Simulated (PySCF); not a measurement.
An unknown is described by computed data only.

Formula: CH3; charge +1.

- Triplet: lowest triplet excitation (Tamm–Dancoff): 5.00 eV [TDA wB97X-D/def2-SVPD]
- Rotational structure: rotational constants A, B, C: 275.046, 274.928, 137.494 GHz [GFN2-xTB]
- 13C NMR: chemical shifts (computed TMS as zero) by class: 421.3 (1 C) ppm [GIAO PBE0/pcSseg-1]
- XPS: C1s 305.8 eV [ΔSCF SCAN, pcX-2 on the ionised atom, pcseg-1 elsewhere, spin-free X2C]
- Couplings: largest of the computed one-bond spin–spin couplings (means over like bonds): 13C–1H +190.4 (×3) Hz [B3LYP/pcJ-1]
- 1H NMR: chemical shifts (computed TMS as zero) by class: 16.32 (3 H) ppm [GIAO PBE0/pcSseg-1]
- UV, first state: lowest singlet excitation: 6.03 eV (206 nm, f = 0.000 summed over 2 states within 0.01 eV) [TDDFT wB97X-D/def2-SVPD]
- Polarisability: 8.9 au [wB97X-D/def2-SVPD]

The electronic properties come from PySCF, for the isolated species, density fitting. Levels stand in brackets. Isolated species at its GFN2-xTB geometry, gas phase. Each NMR value is the plain mean over a class of atoms that symmetry, rotation or inversion makes alike.

Q: Give a SMILES that accounts for the data.

A: The one carbon: formal carbocation centre (421.3 ppm). All hydrogens form one class (16.32 ppm): hydrogen on carbon. The couplings run between: +190.4 Hz, formal carbocation centre and its hydrogen (with 2 like pairs). The core levels belong to: C1s 305.8 eV, formal carbocation centre. The optimised geometry has point group D3h and is an oblate symmetric top (the spread among constants that symmetry makes equal is optimisation noise). Structure: `[CH3+]`.
